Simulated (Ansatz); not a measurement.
# CBN: the cost of one run

Computed with Ansatz 0.2.0, Gaussian basis. Level: def2-QZVPP, core rule «outside noble gas», up to 3 orbitals frozen.

Plan: UHF; ROHF; CCSD(T) on UHF.

2 further runs of the same task are left out: 2 set aside as unsound or not needed.

### Step 1. The geometry

The geometry is a PBE0/def2-TZVP stationary point (not a proven minimum) of the parent state, kept for this charge and spin.

3 atoms, charge 1, spin multiplicity 2.

Atoms are counted from 1 here; the program's logs count them from 0.

Bond lengths: C1–N3 1.183 Å, B2–N3 1.415 Å. Angles: C1–N3–B2 180.0°.

As a file:

```
atom    x (Å)    y (Å)     z (Å)
  C1  0.00000  0.00000   1.26034
  B2  0.00000  0.00000  -1.33791
  N3  0.00000  0.00000   0.07757
```

### Step 2. UHF

Contents of in.yaml:

```yaml
crystal:
  periodic: [false, false, false]
  atoms:
    - {symbol: C, position_ang: [0.000000, 0.000000, 1.260338]}
    - {symbol: B, position_ang: [0.000000, 0.000000, -1.337907]}
    - {symbol: N, position_ang: [0.000000, 0.000000, 0.077569]}
basis:
  gaussian: {orbitals: "def2-QZVPP.json"}
total_charge: 1
magnetization: {spin_polarized: true, initial_magnetization: 1}
hamiltonian: {xc: hf}
output: {orbitals: {seedname: orbitals}}
```

The run is started by

```sh
> ansatz run in.yaml --threads 1 --pin off --events-out ev --progress --plain --max-ram 2393MiB
```

**Question.** How long does this run take on 1 thread of Arm Neoverse V1, shared host, and how much memory does it need?

About 6 s, with a peak of 0.29 GiB.
